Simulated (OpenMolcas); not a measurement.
An input for doublet [B2]+

[B2]+: 2 atoms, total charge +1, spin state doublet. As SMILES of the parent species, `B#B`. The shape is that of a GFN2-xTB optimisation. That shape belongs to the parent species and isn't relaxed for this state.

```jsonl
{"atom": "B", "x (Å)": "0.0000", "y (Å)": "0.0000", "z (Å)": "0.0000"}
{"atom": "B", "x (Å)": "0.0000", "y (Å)": "0.0000", "z (Å)": "1.4051"}
```

Settings wanted:

```yaml
method: DFT
reference: UKS
relativity: none
basis_set: 3-21G
task: energy
functional: B3LYP
dispersion: none
nucleus: point
integration_grid: UltraFine
SCF_convergence_threshold: 1e-10
d_and_f_functions: spherical
```

Q: Write the OpenMolcas 26.06 input and the command.

A: One that was run (others would do as well):

test.inp:
```
* B2 Kohn-Sham DFT
>>> EXPORT MOLCAS_PRINT=2

&GATEWAY
 BasLib=$CurrDir
 Coord
 2
 angstrom
 B        0.000000       0.000000       0.000000
 B        0.000000       0.000000       1.405120
 Basis=3-21G
 Group=NoSym

&SEWARD
 GridInput
 Grid=UltraFine
 End of Grid

&SCF
 UHF
 Charge=1
 Spin=2
 KSDFT=B3LYP
 Thresholds=1e-10 1e-07 1e-07 1e-05
 PrOrbitals=1 1
```

```bash
$ export MOLCAS_MEM=1860
$ pymolcas test.inp > test.log
```

(Basis files named in the input come from the Basis Set Exchange and aren't shown.)

Calculated total energy: -48.71127 Eh.
